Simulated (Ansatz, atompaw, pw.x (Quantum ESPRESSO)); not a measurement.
# From atom to crystal: PAW (atompaw) potential for Ti (Z = 22)

atompaw 4.2.0.5 input, output lines left out:

```
Ti 22
GGA-PBESOL scalarrelativistic loggrid 1500 logderivrange -2 5 176
4 4 3 0 0 0
4 1 0
3 2 2
0 0 0
c
c
c
v
c
c
v
v
2
3.00 2.85 2.10 2.00
y
2.05
n
y
3.15
n
y
1.3
n
custom polynom2 7 10 vanderbiltortho besselshape
bessel
3.00
3.00
3.00
3.00
1.65
1.65
```

Atomic tests: cutoffs needed: 25 Ry and 140 Ry (the cutoffs (Ry, on a coarse ladder) from which the occupation-weighted sum of valence levels, in a spherical-Bessel basis at the reference potential, stays within 10 and 1 mRy of its value at 400 Ry); ghost test: no extra level below or beside the all-electron valence levels (s, p, d, f tested) (spherical-Bessel basis up to 400 Ry, 20 bohr box); lowest eigenvalue of the overlap operator: 0.81 (s channel).

Crystal test: fcc Ti in pw.x 7.5, no spin, 14³ k-points, Fermi–Dirac smearing 0.01 Ry, cutoffs 170/900 Ry. The reference is all-electron LAPW (Ansatz 0.2.0) with the same functional, mesh and smearing; V0 and B0 come from Birch–Murnaghan fits to the pressures at five volumes. Errors are pseudo minus all-electron; Δ is the rms difference of the E(V) curves that follow from these fits, minima aligned, over ±6 % about the mean V0. Mesh and smearing are coarse, so the numbers serve the comparison and aren't converged zero-temperature values; the lattice is a test structure that the element need not adopt.

All-electron: a0 = 4.062 Å (V0 = 16.76 Å³/atom), B0 = 113.1 GPa.

Problem. How far does the potential miss the all-electron equation of state?

Solution. mean pressure error (GPa): +0.97; a0 (Å): 4.073; a0 error (%): +0.27; B0 error (%): +5.0; Δ (meV/atom): 3.6. The largest radius (3.00 bohr) exceeds half the bond length (2.72 bohr), so the spheres overlap, which is one possible source of error among others.

```tsv
V (Å³/atom)	P all-electron (GPa)	P pseudo (GPa)
16.001	5.66	7.12
16.422	2.38	3.56
16.843	-0.56	0.38
17.264	-3.19	-2.47
17.685	-5.55	-4.99
```

Problem. At the middle volume, how do free energy and pressure move when the wave cutoff is lowered (ecutrho held at 900 Ry)?

Solution.

| cutoff (Ry) | shift of F (meV/atom) | shift of P (GPa) |
| --- | --- | --- |
| 76 | +12.0 | +0.11 |
| 102 | +9.5 | +0.11 |
| 136 | +2.8 | -0.15 |

The run at the middle volume (104 k-points, 7 iterations) took about 36 s on one core of a shared host (Intel(R) Xeon(R) 6975P-C, 192 threads, 744 GiB, load 55).
